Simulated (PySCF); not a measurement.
## Ionising PO

UHF; P def2-TZVPPD, O def2-TZVPPD; no relativity (PySCF 2.14). Neutral (UHF): doublet (π ↑), Re = 1.440 Å, ωe = 1433 cm⁻¹, De = 2.70 eV, HOMO -9.06 eV, LUMO 0.27 eV.

PO⁺ (RHF): singlet (closed shell), Re = 1.386 Å, ωe = 1669 cm⁻¹, De = 4.48 eV to P⁺ + O. The energies at the minima are -415.62521 hartree for PO and -415.32634 for PO⁺.

Q: Work out the adiabatic ionisation energy, without and with harmonic zero-point energies (1 hartree = 27.2114 eV, 1 eV = 8065.5 cm⁻¹), and the change of the bond length.

A: At HF: 0.29887 hartree = 8.133 eV between the minima; the zero-point term (1669.0 − 1433.0)/2 cm⁻¹ = +0.015 eV makes it 8.147 eV. Re changes by -5.4 pm against the neutral. The electron leaves a π orbital, and the shorter bond of the ion fits an antibonding orbital, or a change in how ionic the bond is.

For an ion De counts to the pair picked by the measured ionisation energies or electron affinities, which need not be the lowest pair at this level. Where the molecule has an RHF reference, its open-shell atoms are computed with UHF. Hartree–Fock leaves out correlation, which carries a large part of most bond energies and some tenths to 1 eV of ionisation energies. States were picked by a PBE0 search and need not be the measured ground states.

Neutral and ion stand on different kinds of reference determinant, which adds to the error of the difference.
